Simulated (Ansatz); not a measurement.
# AlSiH₄ radical (SMILES [AlH][SiH3]): one structure at several levels

Aim: energy, forces and dipole at a structure displaced at random from a GFN2-xTB minimum, from CCSD(T) and from density functionals.

Computed with Ansatz 0.2.0, Gaussian basis. Level: single points in def2-TZVPP.

Correlated methods freeze the cores. Orbitals are unrestricted.

## Step 1: Starting geometry

SMILES `[AlH][SiH3]`, 6 atoms, charge 0, spin multiplicity 2.

Atoms are counted from 1 here; the program's logs count them from 0.

Bond lengths: Al1–Si2 2.662 Å, Al1–H3 1.716 Å, Si2–H4 1.480 Å, Si2–H5 1.605 Å, Si2–H6 1.295 Å. Angles: Si2–Al1–H3 118.0°, Al1–Si2–H4 106.3°, Al1–Si2–H5 121.0°, Al1–Si2–H6 100.5°, H4–Si2–H5 110.5°, H4–Si2–H6 105.1°, H5–Si2–H6 112.0°.

As a file:

```xyz
6
charge 0, multiplicity 2
Al    0.5741   -1.2552    1.4557
Si   -0.2294    0.6600   -0.2101
H     1.3188   -2.6483    0.7841
H    -1.5447    0.2292   -0.7352
H     0.7143    1.1639   -1.4061
H    -0.4962    1.6080    0.6311
```

## Step 2: CCSD(T)/def2-TZVPP

Input file run/in.yaml:

```yaml
crystal:
  periodic: [false, false, false]
  atoms:
    - {symbol: Al, position_ang: [0.574100, -1.255200, 1.455700]}
    - {symbol: Si, position_ang: [-0.229400, 0.660000, -0.210100]}
    - {symbol: H, position_ang: [1.318800, -2.648300, 0.784100]}
    - {symbol: H, position_ang: [-1.544700, 0.229200, -0.735200]}
    - {symbol: H, position_ang: [0.714300, 1.163900, -1.406100]}
    - {symbol: H, position_ang: [-0.496200, 1.608000, 0.631100]}
basis:
  gaussian: {orbitals: def2-TZVPP}
magnetization: {spin_polarized: true, initial_magnetization: 1}
correlation: {method: ccsd_t}
scf: {omitted_lower_state_checks: [cluster_reference]}
output: {forces: true}
```

The command line of these runs was not kept.

## Step 3: PBE0-D4/def2-TZVPP

Edit run/in.yaml of step 2 so:

```diff
@@ -12,4 +12,3 @@
 magnetization: {spin_polarized: true, initial_magnetization: 1}
-correlation: {method: ccsd_t}
-scf: {omitted_lower_state_checks: [cluster_reference]}
-output: {forces: true}
+hamiltonian: {xc: pbe0, dispersion: d4}
+output: {forces: true, orbitals: {seedname: orbitals}}
```

## Step 4: wB97M-V/def2-TZVPP

Edit run/in.yaml of step 3 so:

```diff
@@ -12,3 +12,3 @@
 magnetization: {spin_polarized: true, initial_magnetization: 1}
-hamiltonian: {xc: pbe0, dispersion: d4}
-output: {forces: true, orbitals: {seedname: orbitals}}
+hamiltonian: {xc: {name: wB97M-V}}
+output: {forces: true}
```

## Step 5: r2SCAN-D4/def2-TZVPP

Edit run/in.yaml of step 4 so:

```diff
@@ -12,3 +12,3 @@
 magnetization: {spin_polarized: true, initial_magnetization: 1}
-hamiltonian: {xc: {name: wB97M-V}}
+hamiltonian: {xc: r2scan, dispersion: d4}
 output: {forces: true}
```

## Step 6: PBE-D4/def2-TZVPP

Edit run/in.yaml of step 5 so:

```diff
@@ -12,3 +12,3 @@
 magnetization: {spin_polarized: true, initial_magnetization: 1}
-hamiltonian: {xc: r2scan, dispersion: d4}
+hamiltonian: {xc: pbe, dispersion: d4}
 output: {forces: true}
```

## Step 7: BHLYP-D4/def2-TZVPP

Edit run/in.yaml of step 6 so:

```diff
@@ -12,3 +12,3 @@
 magnetization: {spin_polarized: true, initial_magnetization: 1}
-hamiltonian: {xc: pbe, dispersion: d4}
+hamiltonian: {xc: {name: BHLYP}, dispersion: d4}
 output: {forces: true}
```

## Step 8: r2SCAN0-D4/def2-TZVPP

Edit run/in.yaml of step 7 so:

```diff
@@ -12,3 +12,3 @@
 magnetization: {spin_polarized: true, initial_magnetization: 1}
-hamiltonian: {xc: {name: BHLYP}, dispersion: d4}
+hamiltonian: {xc: {name: r2SCAN0}, dispersion: d4}
 output: {forces: true}
```

(Steps that only read results are left out.)

Before running it: what results should come out? Wanted: energy less free atoms, CCSD(T)/def2-TZVPP; RMS force component; RMS force error; HOMO and LUMO, PBE0-D4; T1 diagnostic.

As calculated:

| quantity | value |
| --- | --- |
| energy less free atoms, CCSD(T)/def2-TZVPP | -314.2 kcal/mol |
| RMS force component | 1.860 to 1.905 eV/Å over the methods |
| RMS force error | PBE0-D4 0.046, wB97M-V 0.043, r2SCAN-D4 0.040, PBE-D4 0.131, BHLYP-D4 0.086, r2SCAN0-D4 0.025 eV/Å |
| HOMO and LUMO, PBE0-D4 | -5.64 and -2.68 eV |
| T1 diagnostic | 0.018 |

**Reading.** Against CCSD(T) the functionals' energies less atoms differ by -10.9 to -3.5 kcal/mol, PBE-D4 by -3.5 kcal/mol. CCSD(T) in triple zeta still lacks some correlation energy of the bonds, so part of these gaps is its own basis error and they don't rank the functionals. On forces the order runs from r2SCAN0-D4 to PBE-D4.
